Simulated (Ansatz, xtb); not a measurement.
# Worked example: C2H2F2O → C2F2 + H2O

Species: C2H2F2O `FC1OC1F`, singlet; C2F2 `FC#CF`, singlet; H2O (water) `O`, singlet. 

Shapes, held fixed at every level: PBE0-D4/def2-TZVP. Programs: Ansatz 0.2.0, xtb 6.7.1. Electronic energies: no zero-point or thermal term.

At CCSD(T)/CBS estimate; 1 Eh = 2625.50 kJ/mol:

| species | energy (Eh) |
| --- | --- |
| C2H2F2O | -352.002794 |
| C2F2 | -275.531996 |
| H2O | -76.379409 |

Task: Work out ΔE of the reaction at this level.

Result: 
1. Products less reactants: (-275.531996) + (-76.379409) − [(-352.002794)] = 0.091389 Eh = +239.9 kJ/mol.

Other levels give +240.7 (B3LYP-D4/def2-TZVPP) to +275.8 kJ/mol (r2SCAN-D4/def2-TZVPP). No measured value is set beside it here. The CBS estimate extrapolates MP2 from def2-TZVPP and def2-QZVPP and adds CCSD(T) − MP2 in the triple-zeta set, cores frozen.
